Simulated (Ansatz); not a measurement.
```yaml
crystal:
  periodic: [false, false, false]
  atoms:
    - {symbol: Sc, position_ang: [0.000000, 0.000000, 0.000000]}
    - {symbol: O, position_ang: [0.000000, 0.000000, 2.110000]}
basis:
  gaussian: {orbitals: def2-TZVP}
total_charge: 1
hamiltonian: {xc: pbe0}
relax: {f_tol: 0.004, max_steps: 80}
```

```sh
$ ansatz run in.yaml --threads 1 --pin off --events-out ev --progress --plain --max-ram 2176MiB
```

Steps of the relaxation (energy above the last step; positions in Å, forces in eV/Å):

```
2
step 1, 3306.4 meV
Sc    0.000    0.000    0.000    0.000    0.000    8.565
O     0.000    0.000    2.110    0.000    0.000   -8.565
```

```
2
step 2, 313.7 meV
Sc    0.000    0.000    0.195    0.000    0.000    4.812
O     0.000    0.000    1.915    0.000    0.000   -4.812
```

```
2
step 3, 930.5 meV
Sc    0.000    0.000    0.337    0.000    0.000  -12.641
O     0.000    0.000    1.773    0.000    0.000   12.641
```

```
2
step 6, 0.0 meV
Sc    0.000    0.000    0.254    0.000    0.000    0.000
O     0.000    0.000    1.856    0.000    0.000    0.000
```

Close pairs at the end: Sc1–O2 1.601 Å.

A stationary point of restricted PBE0 after 6 steps (its stability towards spin polarisation wasn't tested). 15 s on 1 thread of Arm Neoverse V2, shared host.
